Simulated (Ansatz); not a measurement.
A made-up structure of Si$_{2}$NH$_{2}$, doublet:

```json
{"atom": "N1", "x (Å)": "-0.3846", "y (Å)": "-0.6113", "z (Å)": "-0.0863"}
{"atom": "Si2", "x (Å)": "-0.0767", "y (Å)": "-0.6978", "z (Å)": "1.5887"}
{"atom": "Si3", "x (Å)": "1.0297", "y (Å)": "0.4591", "z (Å)": "-0.1248"}
{"atom": "H4", "x (Å)": "2.3153", "y (Å)": "-0.1405", "z (Å)": "-0.1885"}
{"atom": "H5", "x (Å)": "0.5457", "y (Å)": "1.7839", "z (Å)": "-0.6730"}
```

It is relaxed with PBE-D4/def2-SVP and then PBE0-D4/def2-TZVP (Ansatz 0.2.0). Atoms count as bonded within 1.22 times the sum of their covalent radii (H–H: 0.88 Å). The end point is not checked to be a true minimum.

(1) Does its bonding change? (A judgement: the text doesn't fix the answer.)

## Answers

(1) Computed: No: no bond forms or breaks.

Where it ends: The first stage lowers the energy by 0.42 eV in 6 steps. It ends as Si₂NH₂ ([N]1[Si][SiH2]1):
```csv
atom,x (Å),y (Å),z (Å)
N1,-0.2444,-0.7304,0.0119
Si2,-0.3550,-0.6720,1.6445
Si3,0.9939,0.4331,-0.0663
H4,2.3582,-0.0076,-0.4483
H5,0.6767,1.7702,-0.6257
```

Labels in which every atom is bracketed show which atoms are joined, not bond orders.

For scale, one of the runs: PBE0-D4/def2-TZVP relaxation, 117 basis functions, launched by `ansatz run in.yaml --threads 2 --pin off --events-out ev --progress --plain --max-ram 4352MiB`. Hardware: 2 CPU threads of an Arm Neoverse V2, shared host. Wall time about 16 s.
